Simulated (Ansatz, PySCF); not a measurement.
Species: ketene, C2H2O, net charge 0, singlet state. SMILES: C=C=O
Geometry: optimised at B3LYP-D3(BJ)/def2-TZVP (Ansatz, a quantum-chemistry and plane-wave program).

Wanted: atomisation energy (electronic, to ground-state atoms), in kcal/mol. Valence correlation only, unless marked. Open shells are spin-unrestricted. No spin-orbit coupling. No relativistic terms. The coupled-cluster limit lacks core correlation, which all-electron functionals hold. CBS(X,Y): correlation extrapolated as X^-3; Hartree-Fock from the larger set.

```csv
level,program,atomisation energy (kcal/mol)
BP86-D4/def2-TZVPD,PySCF + dftd4,?
TPSSh-D4/def2-TZVPD,PySCF + dftd4,532.3
PW6B95-D3(BJ)/def2-TZVPD,PySCF + dftd3,537.0
M06-2X/def2-TZVPD,PySCF,534.5
CCSD/aug-cc-pVDZ,Ansatz,?
"CCSD(T)/CBS(cc-pVTZ,cc-pVQZ)",Ansatz,?
```

Task: Some entries are withheld; supply them.

Result: 
- BP86-D4/def2-TZVPD, atomisation energy (kcal/mol): 559.4
- CCSD/aug-cc-pVDZ, atomisation energy (kcal/mol): 481.7
- CCSD(T)/CBS(cc-pVTZ,cc-pVQZ), atomisation energy (kcal/mol): 530.8
